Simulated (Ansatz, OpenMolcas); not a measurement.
## How methods differ on BH2Cl− (SMILES [BH2-]Cl)

The species is BH2Cl− (4 atoms), meant as a doublet with charge -1. SMILES: `[BH2-]Cl`. The shape is that of a GFN2-xTB optimisation.

```xyz
4

B    -0.0727   -0.1943   -0.3373
Cl    1.3902    0.0624    0.8848
H    -0.9640   -0.7526    0.2646
H    -0.3535    0.8845   -0.8121
```

Quantity: the energy change with the B1–H4 bond stretched from 1.212 to 1.818 Å, in eV. The values are calculated.

```
            level                    kind     program  value (eV)  less FCI/STO-3G  CPU time (all runs)
  U-revPBE/STO-3G                     GGA      Ansatz        2.17            -0.18                2.4 s
     UBLYP/STO-3G                     GGA      Ansatz        2.13            -0.22                2.4 s
      UPBE/STO-3G                     GGA      Ansatz        2.23            -0.12                2.5 s
  U-r2SCAN/STO-3G                meta-GGA  OpenMolcas        2.39            +0.04                 11 s
UCAM-B3LYP/STO-3G  range-separated hybrid      Ansatz        2.53            +0.18                3.2 s
   RPA@PBE/STO-3G                     RPA      Ansatz        2.20            -0.15                2.9 s
  UCCSD(T)/STO-3G   coupled cluster or CI      Ansatz        2.35             0.00               0.33 s
    UCCSDT/STO-3G   coupled cluster or CI      Ansatz        2.34            -0.01                0.8 s
       FCI/STO-3G      exact in the basis      Ansatz        2.35             0.00               0.53 s
```

FCI/STO-3G is exact within its basis and frozen core, so for wave-function methods in that basis the difference is their error; functionals converge differently with the basis, so for them it is only a difference. Where it was recorded, the anion's HOMO is positive in U-r2SCAN/STO-3G: a fault of the level (basis or self-interaction), which says nothing on whether the real anion is bound. Sets without diffuse functions describe the anion poorly. The first shape isn't each level's own minimum. The values span 2.13 to 2.53 eV. All rows use very small basis sets, so none should be taken for the real molecule's value. In so small a basis fixed costs decide the times, and correlated methods can beat functionals. CPU times are rough (shared hosts, several kinds of processor and program).
